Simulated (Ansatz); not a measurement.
A run for Ansatz (a program for electronic structure): U-CCSD(T)/cc-pVDZ on OH (SMILES [OH]), 2S+1 = 2.

Ansatz 0.2 input:
```yaml
crystal:
  periodic: [false, false, false]
  atoms:
    - {symbol: O, position_ang: [0.00000000, 0.00000000, 0.00000000]}
    - {symbol: H, position_ang: [0.96889819, 0.00000000, 0.00000000]}
basis:
  gaussian:
    orbitals: cc-pVDZ
magnetization: {spin_polarized: true, initial_magnetization: 1}
correlation: {method: ccsd_t, electrons: outside_noble_gas}
scf: {omitted_lower_state_checks: [cluster_reference]}
```

Output:

```
WARN ansatz: RAYON_NUM_THREADS=1 ignored (pool sized by the plan → 1); use --threads N
Functional definition: HF
these checks for a lower state are left out or cut short: cluster_reference
integrals: 0.00 GiB planned
175 factors; integrals over basis functions are off by at most 1.1e-3 eV
mean field: 0.04 GiB planned
mean field evaluation 1: about -2051.1284 eV, gradient 1.1e1 eV
mean field evaluation 2: about -2051.1287 eV, gradient 1.1e1 eV
mean field evaluation 4: about -2051.5668 eV, gradient 9.6e-1 eV
mean field evaluation 8: about -2051.5716 eV, gradient 3.0e-4 eV
mean field evaluation 16: about -2051.5716 eV, gradient 2.1e-5 eV
mean field -2051.57155470 eV, -75.3938640302 hartree, gradient 7.7e-7 eV, S^2 0.754590; 2 other end points of the search recorded, 0 dependent functions left out
1 core orbitals not correlated
reference -2051.57155470 eV, -75.3938640302 hartree; 4, 3 occupied and 14, 15 virtual orbitals, 175 factors
second order -4.05309764 eV of doubles, -0.00000000 eV of singles
coupled cluster: 0.05 GiB planned
cycle   1  -4.34954098 eV  change   -3.0e-1 eV  update   2.8e-2
cycle   2  -4.44434667 eV  change   -9.5e-2 eV  update   1.0e-2
cycle   3  -4.45295969 eV  change   -8.6e-3 eV  update   3.1e-3
cycle   4  -4.45294646 eV  change    1.3e-5 eV  update   1.4e-3
cycle   5  -4.45329278 eV  change   -3.5e-4 eV  update   5.6e-4
cycle   6  -4.45342812 eV  change   -1.4e-4 eV  update   1.8e-4
cycle   7  -4.45340426 eV  change    2.4e-5 eV  update   5.3e-5
cycle   8  -4.45340290 eV  change    1.4e-6 eV  update   1.4e-5
cycle   9  -4.45340192 eV  change    9.7e-7 eV  update   3.3e-6
perturbative correction -0.04702667 eV, -0.0017281981 hartree
Total energy: -2056.07198329 eV, -75.5592517304 hartree
Checks for a lower state left out: cluster_reference
```

The run converged.

Cost: around 0.6 core-seconds (rough).
